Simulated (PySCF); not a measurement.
**Spin-rotation constants: `CCOC=C=O`, C4H6O2**

Geometry:
```csv
atom,x (Å),y (Å),z (Å)
C1,-1.794,-0.424,-0.460
C2,-0.426,-0.264,0.152
O3,0.329,0.611,-0.649
C4,1.599,0.846,-0.217
C5,2.195,0.298,0.833
O6,2.764,-0.147,1.753
H7,-2.407,-1.105,0.147
H8,-1.716,-0.835,-1.477
H9,-2.306,0.548,-0.518
H10,0.090,-1.244,0.224
H11,-0.498,0.141,1.182
H12,2.178,1.552,-0.815
```

Computed with PySCF, GIAO B97-2/aug-pcSseg-1 magnetisability, rotational g tensor and spin-rotation constants, non-relativistic, gas phase. Geometry: PBE0-D3(BJ)/def2-SVP.

Give the nuclear spin-rotation constants along the inertial axes (H = +C I·J) beside the isotropic shieldings.

Rotational constants 10.0143, 1.8778, 1.6138 GHz. A star marks the isotopologue with that one atom substituted, in its own axes.
```
atom  isotope  Caa (kHz)  Cbb (kHz)  Ccc (kHz)  mean (kHz)  σ (ppm)
  H7       1H     -0.867      0.010     -0.185      -0.347     30.2
  H8       1H     -0.833     -0.158     -0.031      -0.341     29.9
  H9       1H     -0.798     -0.147     -0.046      -0.330     29.9
 H10       1H     -0.714     -0.146     -0.015      -0.292     28.2
 H11       1H     -0.749     -0.158      0.002      -0.302     28.2
 H12       1H     -1.232      0.237     -0.181      -0.392     24.7
  C1     13C*      1.349      0.259      0.258       0.622    166.1
  C2     13C*      2.432      0.298      0.414       1.048    116.8
  O3     17O*     -1.326      0.159     -0.125      -0.431    344.7
  C4     13C*      1.659      0.676      0.318       0.884    102.4
  C5     13C*      5.272      0.967      0.799       2.346    -76.4
  O6     17O*     -4.763     -0.920     -0.839      -2.174   -215.1
```
For the geometry as given, no vibrational averaging.

How do the rotational constants and the g tensor change when H7, H8, H9, H10, H11, H12 are replaced by deuterium?

Constants 8.1558, 1.6769, 1.4418 GHz; g -0.0454, -0.0171, -0.0117, against -0.0561, -0.0189, -0.0129 before.
